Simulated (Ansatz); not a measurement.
**Rock-salt CaO: TA phonon frequency at X by level of theory**

No measured value is used here.

```csv
level (code),value (cm⁻¹),cell (Å³/atom)
LDA (Ansatz),205,13.04
PBE (Ansatz),…,14.09
r²SCAN (Ansatz),204,13.78
```

Fill in the missing entries.


- PBE (Ansatz, an electronic-structure program), value (cm⁻¹): 197

Each level is taken at its own relaxed cell. Cutoffs differ between the levels. Ansatz's density-functional and Hartree–Fock values are scalar-relativistic unless marked +SOC, with PAW data made under PBE.
